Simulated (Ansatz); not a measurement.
Compare A (`CC1=CCCC1`) with its isomer B (`C1=CCCCC1`).

Computed with Ansatz on PBE0-D4/def2-TZVP structures; ΔE is electronic, products minus reactants. CCSD(T)/CBS is the MP2 limit (def2-TZVPP, def2-QZVPP) plus CCSD(T) − MP2 in def2-TZVPP, frozen cores. Functionals use def2-TZVPP. B3LYP here is the variant with VWN-RPA as its local correlation; programs differ in this.

A:

```xyz
16

C    -1.0351   -1.7234   -0.9170
C    -0.2516   -0.6084   -0.3242
C     1.0679   -0.5419   -0.1621
C     1.5113    0.7691    0.4149
C     0.1941    1.3849    0.9150
C    -0.9107    0.6672    0.1284
H    -1.5876   -1.3863   -1.8008
H    -1.7814   -2.0993   -0.2090
H    -0.3940   -2.5554   -1.2126
H     1.7605   -1.3237   -0.4559
H     2.2505    0.6603    1.2139
H     1.9836    1.3899   -0.3582
H     0.0777    1.1634    1.9790
H     0.1616    2.4702    0.8052
H    -1.8082    0.4866    0.7288
H    -1.2386    1.2468   -0.7455
```

B:

```xyz
16

C     0.217    1.320    0.770
C     0.046    0.239    1.524
C    -0.201   -1.127    0.964
C    -0.563   -1.079   -0.514
C     0.359   -0.130   -1.265
C     0.229    1.288   -0.727
H     0.365    2.284    1.248
H     0.077    0.336    2.606
H    -0.997   -1.618    1.534
H     0.692   -1.749    1.115
H    -0.523   -2.083   -0.947
H    -1.597   -0.731   -0.620
H     0.145   -0.150   -2.338
H     1.395   -0.468   -1.143
H    -0.690    1.755   -1.107
H     1.048    1.913   -1.100
```

Which isomer does CCSD(T)/CBS put lower? Give the gap. (An estimate is asked.)

Ansatz gave: B, by 1.1 kcal/mol.

Give E(B) − E(A) in kcal/mol with CCSD/def2-TZVPP, B3LYP, B2PLYP, MP2/def2-TZVPP, LDA (SPW92), r2SCAN-D4, B3LYP-D4. (Estimate.)

Ansatz gave: CCSD/def2-TZVPP -1.1, B3LYP -0.2, B2PLYP -0.5, MP2/def2-TZVPP -0.4, LDA (SPW92) -1.0, r2SCAN-D4 -0.6, B3LYP-D4 -0.9. None reverses the order clearly.

Does the order hold for the free energy at 298.15 K (harmonic terms from PBE0-D4)? (Estimate.)

Ansatz gave: No: G(B) − G(A) = +0.9 kcal/mol.

Largest T1 diagnostic: 0.010.

From BLYP to BHLYP (50 % exact exchange), in def2-TZVPP and without D4, E(B) − E(A) moves by −1.2 kcal/mol. Leaving LDA and LC-ωPBE aside and taking each functional with its dispersion term where it has one, the values, not all of them listed here, spread over 1.3 kcal/mol, from BHLYP-D4 to PBE-D4. LDA lies −1.3 kcal/mol from PBE without D4.
